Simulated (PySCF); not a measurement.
**B(OH)2: from structure and modes to constants**

These are results of UPBE/[B def2-TZVP, O def2-TZVP, H def2-TZVP], no relativity, density fitting, PySCF, not measurements.

The doublet minimum has C2v symmetry. Masses (u): B 11.00930, O 15.99492, H 1.00782.

```xyz
5
charge 0 multiplicity 2, angstrom
B     0.0000    0.0000   -0.4698
O     1.2061   -0.2492    0.0940
O    -1.2061    0.2492    0.0940
H     1.2286   -0.2539    1.0753
H    -1.2286    0.2539    1.0753
```

Harmonic wavenumbers (cm⁻¹): 378.4 (a2, ×1), 446.9 (a1, ×1), 544.0 (b1, ×1), 863.0 (b2, ×1), 934.7 (a1, ×1), 1129.0 (a1, ×1), 1418.8 (b2, ×1), 3509.1 (b2, ×1), 3519.6 (a1, ×1).

Task: Find the vibrational entropy and heat capacity at 298.15 K.

Result: With u = 1.43878 ω/T, each mode gives S = R[u/(eᵘ−1) − ln(1−e⁻ᵘ)] and C = R u² eᵘ/(eᵘ−1)².
```
ω (cm⁻¹)       u  S (J/(mol K))  C (J/(mol K))
   378.4   1.826           4.37           6.34
   446.9   2.157           3.37           5.72
   544.0   2.625           2.33           4.82
   863.0   4.165           0.68           2.31
   934.7   4.511           0.51           1.90
  1129.0   5.448           0.23           1.07
  1418.8   6.847           0.07           0.42
  3509.1  16.934           0.00           0.00
  3519.6  16.984           0.00           0.00
```
The sums over all modes are S = 11.6 and C = 22.6 J/(mol K); the softest mode gives 38 % of the entropy.

Task: Give the standard entropy (298.15 K, 1 bar) by its translational, rotational, vibrational and spin parts, and Cp.

Result: Sackur–Tetrode with M = 45.01 u gives 156.3; rotation with symmetry number 2 gives 82.7; vibration 11.6; spin R ln 2 = 5.8. The total is 256.3 J/(mol K), and Cp = 4 R + 22.6 = 55.8 J/(mol K).

Only a few start shapes were tried, so a lower isomer may exist.
